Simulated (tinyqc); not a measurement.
Worked calculation: LCCD on RHF in the sto-3g basis, frozen core, for HF, spin multiplicity 1. Computed by tinyqc, a small Python program that keeps every step (integrals from PySCF). Settings: charge = 0, multiplicity = 1, basis = sto-3g, method = RHF, frozen orbitals = 1, energy threshold = 1e-10, iteration cap = 85, orthogonalisation = symmetric, start = Wolfsberg-Helmholz matrix, DIIS depth = 6, amplitude equations = LCCD, DIIS depth for amplitudes = 0, cap on updates = 74. Command: `OMP_NUM_THREADS=1 python tinyqc.py 23720 23721 out.jsonl` (the two numbers bound the seeds that draw the settings). One thread of a shared host (Intel(R) Xeon(R) Processor @ 2.60GHz), about 0.1 s of CPU time with the checks. The early iterations of the SCF are left out here.

## One-electron integrals

Geometry (angstrom):
```
atom         x         y         z
F     0.000000  0.000000  0.000000
H     0.000000  0.000000  1.063000
```

Basis sto-3g: exponents (1/bohr^2) and contraction coefficients of normalised primitives:
```
element  l (shell)    exponent  coefficient
F            s (1)  166.679130     0.154329
F            s (1)   30.360812     0.535328
F            s (1)    8.216821     0.444635
F            s (2)    6.464803    -0.099967
F            s (2)    1.502281     0.399513
F            s (2)    0.488588     0.700115
F            p (3)    6.464803     0.155916
F            p (3)    1.502281     0.607684
F            p (3)    0.488588     0.391957
H            s (1)    3.425251     0.154329
H            s (1)    0.623914     0.535328
H            s (1)    0.168855     0.444635
```

Overlap, kinetic and nuclear-attraction integrals over the contracted functions; the nuclear repulsion is the sum of Za Zb / Rab.

nuclear repulsion = 4.48033386 hartree

overlap S, order 1F 1s, 1F 2s, 1F 2px, 1F 2py, 1F 2pz, 2H 1s:
$$\begin{pmatrix}
1.000000 & 0.237990 & 0.000000 & 0.000000 & 0.000000 & 0.034878 \\
0.237990 & 1.000000 & 0.000000 & 0.000000 & 0.000000 & 0.357147 \\
0.000000 & 0.000000 & 1.000000 & 0.000000 & 0.000000 & 0.000000 \\
0.000000 & 0.000000 & 0.000000 & 1.000000 & 0.000000 & 0.000000 \\
0.000000 & 0.000000 & 0.000000 & 0.000000 & 1.000000 & 0.296402 \\
0.034878 & 0.357147 & 0.000000 & 0.000000 & 0.296402 & 1.000000
\end{pmatrix}$$

kinetic energy T (hartree), order 1F 1s, 1F 2s, 1F 2px, 1F 2py, 1F 2pz, 2H 1s:
$$\begin{pmatrix}
36.984577 & -0.212858 & 0.000000 & 0.000000 & 0.000000 & -0.006757 \\
-0.212858 & 1.037995 & 0.000000 & 0.000000 & 0.000000 & 0.063613 \\
0.000000 & 0.000000 & 3.248015 & 0.000000 & 0.000000 & 0.000000 \\
0.000000 & 0.000000 & 0.000000 & 3.248015 & 0.000000 & 0.000000 \\
0.000000 & 0.000000 & 0.000000 & 0.000000 & 3.248015 & 0.172875 \\
-0.006757 & 0.063613 & 0.000000 & 0.000000 & 0.172875 & 0.760032
\end{pmatrix}$$

nuclear attraction V (hartree), order 1F 1s, 1F 2s, 1F 2px, 1F 2py, 1F 2pz, 2H 1s:
$$\begin{pmatrix}
-77.507395 & -9.295284 & 0.000000 & 0.000000 & -0.011205 & -1.398321 \\
-9.295284 & -12.037782 & 0.000000 & 0.000000 & -0.137777 & -3.198715 \\
0.000000 & 0.000000 & -11.918174 & 0.000000 & 0.000000 & 0.000000 \\
0.000000 & 0.000000 & 0.000000 & -11.918174 & 0.000000 & 0.000000 \\
-0.011205 & -0.137777 & 0.000000 & 0.000000 & -11.998841 & -2.322141 \\
-1.398321 & -3.198715 & 0.000000 & 0.000000 & -2.322141 & -5.599479
\end{pmatrix}$$

core Hamiltonian H = T + V (hartree), order 1F 1s, 1F 2s, 1F 2px, 1F 2py, 1F 2pz, 2H 1s:
$$\begin{pmatrix}
-40.522818 & -9.508141 & 0.000000 & 0.000000 & -0.011205 & -1.405078 \\
-9.508141 & -10.999786 & 0.000000 & 0.000000 & -0.137777 & -3.135102 \\
0.000000 & 0.000000 & -8.670160 & 0.000000 & 0.000000 & 0.000000 \\
0.000000 & 0.000000 & 0.000000 & -8.670160 & 0.000000 & 0.000000 \\
-0.011205 & -0.137777 & 0.000000 & 0.000000 & -8.750826 & -2.149266 \\
-1.405078 & -3.135102 & 0.000000 & 0.000000 & -2.149266 & -4.839447
\end{pmatrix}$$

## Two-electron integrals

Functions are numbered as in S; the eight-fold symmetry (ij|kl) = (ji|kl) = (kl|ij) leaves the list below.

Two-electron integrals (ij|kl) in chemists' order, unique and non-zero (hartree):
```
(11|11) 5.403501   (21|11) 0.841920   (21|21) 0.156299   (22|11) 1.268028
(22|21) 0.292344   (22|22) 0.926167   (31|31) 0.027998   (32|31) 0.043169
(32|32) 0.204588   (33|11) 1.264502   (33|21) 0.292403   (33|22) 0.925959
(33|33) 0.997514   (41|41) 0.027998   (42|41) 0.043169   (42|42) 0.204588
(43|43) 0.053770   (44|11) 1.264502   (44|21) 0.292403   (44|22) 0.925959
(44|33) 0.889973   (44|44) 0.997514   (51|51) 0.027998   (52|51) 0.043169
(52|52) 0.204588   (53|53) 0.053770   (54|54) 0.053770   (55|11) 1.264502
(55|21) 0.292403   (55|22) 0.925959   (55|33) 0.889973   (55|44) 0.889973
(55|55) 0.997514   (61|11) 0.125076   (61|21) 0.023030   (61|22) 0.042821
(61|33) 0.042755   (61|44) 0.042755   (61|51) 0.000945   (61|52) 0.001774
(61|55) 0.042961   (61|61) 0.003428   (62|11) 0.322885   (62|21) 0.075467
(62|22) 0.267460   (62|33) 0.263509   (62|44) 0.263509   (62|51) 0.005150
(62|52) 0.040500   (62|55) 0.275098   (62|61) 0.011288   (62|62) 0.095785
(63|31) 0.007826   (63|32) 0.046652   (63|53) 0.008486   (63|63) 0.014069
(64|41) 0.007826   (64|42) 0.046652   (64|54) 0.008486   (64|64) 0.014069
(65|11) 0.222330   (65|21) 0.052623   (65|22) 0.199622   (65|33) 0.191137
(65|44) 0.191137   (65|51) 0.010962   (65|52) 0.075248   (65|55) 0.216364
(65|61) 0.008195   (65|62) 0.087704   (65|65) 0.093773   (66|11) 0.485525
(66|21) 0.115337   (66|22) 0.471889   (66|33) 0.456002   (66|44) 0.456002
(66|51) 0.009683   (66|52) 0.107788   (66|55) 0.503139   (66|61) 0.017354
(66|62) 0.218756   (66|65) 0.232878   (66|66) 0.774606
```

## Orthogonalisation

S = U s U^T; symmetric (Loewdin) form X = U s^(-1/2) U^T, so that X^T S X = 1.

eigenvalues of S: [0.509611, 0.846459, 1.000000, 1.000000, 1.128124, 1.515806]

X, order 1F 1s, 1F 2s, 1F 2px, 1F 2py, 1F 2pz, 2H 1s:
$$\begin{pmatrix}
1.022952 & -0.129788 & 0.000000 & 0.000000 & -0.005152 & 0.018646 \\
-0.129788 & 1.082013 & 0.000000 & 0.000000 & 0.048513 & -0.212065 \\
0.000000 & 0.000000 & 1.000000 & 0.000000 & 0.000000 & 0.000000 \\
0.000000 & 0.000000 & 0.000000 & 1.000000 & 0.000000 & 0.000000 \\
-0.005152 & 0.048513 & 0.000000 & 0.000000 & 1.039326 & -0.172563 \\
0.018646 & -0.212065 & 0.000000 & 0.000000 & -0.172563 & 1.097174
\end{pmatrix}$$

## Iteration 6 (converged): orbitals

converged F (hartree), order 1F 1s, 1F 2s, 1F 2px, 1F 2py, 1F 2pz, 2H 1s:
$$\begin{pmatrix}
-25.903753 & -6.623834 & 0.000000 & 0.000000 & -0.019656 & -0.988386 \\
-6.623834 & -3.028467 & 0.000000 & 0.000000 & -0.055855 & -0.887881 \\
0.000000 & 0.000000 & -0.461997 & 0.000000 & 0.000000 & 0.000000 \\
0.000000 & 0.000000 & 0.000000 & -0.461997 & 0.000000 & 0.000000 \\
-0.019656 & -0.055855 & 0.000000 & 0.000000 & -0.281717 & -0.509260 \\
-0.988386 & -0.887881 & 0.000000 & 0.000000 & -0.509260 & -0.425522
\end{pmatrix}$$

Diagonalise F' = X^T F X, C = X C', fill 5 alpha and 5 beta electrons from the bottom; D = 2 C_occ C_occ^T. Each column has its largest component positive (the first on a tie).

F' = X^T F X (hartree):
$$\begin{pmatrix}
-25.431964 & -3.403816 & 0.000000 & 0.000000 & -0.044467 & -0.106496 \\
-3.403816 & -1.783410 & 0.000000 & 0.000000 & 0.080484 & -0.441518 \\
0.000000 & 0.000000 & -0.461997 & 0.000000 & 0.000000 & 0.000000 \\
0.000000 & 0.000000 & 0.000000 & -0.461997 & 0.000000 & 0.000000 \\
-0.044467 & 0.080484 & 0.000000 & 0.000000 & -0.131128 & -0.502981 \\
-0.106496 & -0.441518 & 0.000000 & 0.000000 & -0.502981 & -0.051839
\end{pmatrix}$$

orbital energies (hartree): MO1 -25.913267, MO2 -1.436020, MO3 -0.540182, MO4 -0.461997, MO5 -0.461997, MO6 0.491129

coefficients C, order 1F 1s, 1F 2s, 1F 2px, 1F 2py, 1F 2pz, 2H 1s:
$$\begin{pmatrix}
0.994856 & -0.254270 & 0.066861 & 0.000000 & 0.000000 & 0.069192 \\
0.021433 & 0.970982 & -0.347158 & 0.000000 & 0.000000 & -0.413689 \\
0.000000 & 0.000000 & 0.000000 & 0.196551 & 0.980494 & 0.000000 \\
0.000000 & 0.000000 & 0.000000 & 0.980494 & -0.196551 & 0.000000 \\
0.002013 & 0.051967 & 0.690095 & 0.000000 & 0.000000 & -0.795877 \\
-0.004301 & 0.128542 & 0.562630 & 0.000000 & 0.000000 & 0.972519
\end{pmatrix}$$

D after iteration 6, order 1F 1s, 1F 2s, 1F 2px, 1F 2py, 1F 2pz, 2H 1s:
$$\begin{pmatrix}
2.117724 & -0.497561 & 0.000000 & 0.000000 & 0.069858 & 0.001310 \\
-0.497561 & 2.127567 & 0.000000 & 0.000000 & -0.378140 & -0.141202 \\
0.000000 & 0.000000 & 2.000000 & 0.000000 & 0.000000 & 0.000000 \\
0.000000 & 0.000000 & 0.000000 & 2.000000 & 0.000000 & 0.000000 \\
0.069858 & -0.378140 & 0.000000 & 0.000000 & 0.957873 & 0.789880 \\
0.001310 & -0.141202 & 0.000000 & 0.000000 & 0.789880 & 0.666189
\end{pmatrix}$$

Within a degenerate level the vectors are fixed only up to a rotation; this is one choice.

## Convergence

Stop when the energy changes by less than 1e-10 hartree and every element of the error matrix X^T (F D S - S D F) X is below 3e-06.

Course of the cycle:
```
iteration   E (hartree)     change  largest element of the error matrix
1          -98.26861334          -                             4.48e-01
2          -98.54395377  -2.75e-01                             1.11e-01
3          -98.56045107  -1.65e-02                             1.68e-02
4          -98.56062125  -1.70e-04                             1.99e-03
5          -98.56062356  -2.31e-06                             3.26e-06
6          -98.56062356  -5.88e-12                             1.77e-07
```

PySCF RHF in the same basis = -98.56062356 hartree

Converged in 6 iterations.

## Integrals over molecular orbitals

(pq|rs) = sum C_ip C_jq C_kr C_ls (ij|kl), one index at a time.

one-electron integrals over orbitals h = C^T H C (hartree):
$$\begin{pmatrix}
-40.505061 & 0.712824 & -0.178073 & 0.000000 & 0.000000 & -0.188744 \\
0.712824 & -9.132301 & 0.551088 & 0.000000 & 0.000000 & 1.008956 \\
-0.178073 & 0.551088 & -7.249811 & 0.000000 & 0.000000 & 2.045812 \\
0.000000 & 0.000000 & 0.000000 & -8.670160 & 0.000000 & 0.000000 \\
0.000000 & 0.000000 & 0.000000 & 0.000000 & -8.670160 & 0.000000 \\
-0.188744 & 1.008956 & 2.045812 & 0.000000 & 0.000000 & -6.081103
\end{pmatrix}$$

Two-electron integrals over orbitals (pq|rs), unique and non-zero (hartree); the lowest 1 orbital is frozen and left out:
```
(22|22) 0.861477    (32|22) -0.035587   (32|32) 0.149690    (33|22) 0.729118
(33|32) -0.031531   (33|33) 0.723908    (42|42) 0.185005    (43|42) -0.036527
(43|43) 0.041793    (44|22) 0.885845    (44|32) -0.074943   (44|33) 0.720560
(44|44) 0.997514    (52|52) 0.185005    (53|52) -0.036527   (53|53) 0.041793
(54|54) 0.053770    (55|22) 0.885845    (55|32) -0.074943   (55|33) 0.720560
(55|44) 0.889973    (55|55) 0.997514    (62|22) -0.110970   (62|32) -0.060821
(62|33) -0.028865   (62|44) -0.108859   (62|55) -0.108859   (62|62) 0.093615
(63|22) -0.198059   (63|32) 0.091557    (63|33) -0.109818   (63|44) -0.218734
(63|55) -0.218734   (63|62) 0.048745    (63|63) 0.201603    (64|42) -0.036428
(64|43) -0.018454   (64|64) 0.030419    (65|52) -0.036428   (65|53) -0.018454
(65|65) 0.030419    (66|22) 0.663070    (66|32) 0.059995    (66|33) 0.663873
(66|44) 0.640633    (66|55) 0.640633    (66|62) -0.061932   (66|63) -0.019516
(66|66) 0.699556
```

## LCCD: starting amplitudes

t_ij^ab = <ij||ab> / (e_i + e_j - e_a - e_b), whose energy is MP2.

Starting amplitudes (spin orbitals 1a, 1b, ...; amplitudes related by a flip of all spins are not repeated):
```
from      to          t
3a 3b  6a 6b  -0.097741
2a 2b  6a 6b  -0.024289
2a 3b  6a 6b  -0.016476
5a 5b  6a 6b  -0.015958
4a 4b  6a 6b  -0.015958
```

correlation energy = -0.02455586 hartree

## LCCD: amplitude update 1

t_ij^ab D_ij^ab are set to the remaining terms of the spin-orbital equations, evaluated with the old amplitudes; for the doubles these are <ij||ab> + 1/2 <ab||ef> t_ij^ef + 1/2 <mn||ij> t_mn^ab + P(ij)P(ab) <mb||ej> t_im^ae, D the orbital-energy denominators (linear CCD).

Amplitudes after update 1 (spin orbitals 1a, 1b, ...; amplitudes related by a flip of all spins are not repeated):
```
from      to          t
3a 3b  6a 6b  -0.136249
2a 2b  6a 6b  -0.025571
2a 3b  6a 6b  -0.025489
5a 5b  6a 6b  -0.018374
4a 4b  6a 6b  -0.018374
```

correlation energy = -0.03346488 hartree

## LCCD: convergence

E_corr = 1/4 sum <ij||ab> t_ij^ab; stop when the norm of the change is below 1e-8.

Course of the amplitude iterations:
```
update  correlation energy (hartree)  norm of the change
0                        -0.02455586                   -
1                        -0.03346488            8.15e-02
2                        -0.03703265            3.42e-02
3                        -0.03852004            1.46e-02
4                        -0.03915017            6.27e-03
5                        -0.03941898            2.70e-03
6                        -0.03953405            1.16e-03
7                        -0.03958340            4.99e-04
8                        -0.03960459            2.15e-04
9                        -0.03961369            9.25e-05
10                       -0.03961761            3.98e-05
11                       -0.03961929            1.71e-05
12                       -0.03962001            7.37e-06
13                       -0.03962032            3.17e-06
14                       -0.03962046            1.37e-06
15                       -0.03962052            5.88e-07
16                       -0.03962054            2.53e-07
17                       -0.03962055            1.09e-07
18                       -0.03962056            4.69e-08
19                       -0.03962056            2.02e-08
20                       -0.03962056            8.68e-09
```

Converged amplitudes (spin orbitals 1a, 1b, ...; amplitudes related by a flip of all spins are not repeated):
```
from      to          t
3a 3b  6a 6b  -0.164621
2a 3b  6a 6b  -0.031917
2a 2b  6a 6b  -0.023351
5a 5b  6a 6b  -0.018652
4a 4b  6a 6b  -0.018652
```

LCCD total energy = -98.60024412 hartree

Converged in 20 updates.
